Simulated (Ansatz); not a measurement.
Ansatz (a quantum-chemistry and plane-wave program) input:

Ansatz 0.2 input:
```yaml
crystal:
  periodic: [false, false, false]
  atoms:
    - {symbol: C, position_ang: [0.00171763, -0.00263817, 0.32505308]}
    - {symbol: F, position_ang: [-0.01708335, 1.26042782, -0.06192073]}
    - {symbol: F, position_ang: [1.09904525, -0.61482395, -0.08303830]}
    - {symbol: F, position_ang: [-1.08310698, -0.64384509, -0.07174301]}
basis:
  gaussian:
    orbitals: def2-TZVPD
hamiltonian:
  xc: {name: B2GP-PLYP}
magnetization: {spin_polarized: true, initial_magnetization: 1}
correlation: {electrons: outside_noble_gas}
```

Problem. What final total energy does it print?

Solution. -337.47857 Eh (B2GP-PLYP/def2-TZVPD). The basis has 157 functions.

It need not be the lowest isomer of its formula.
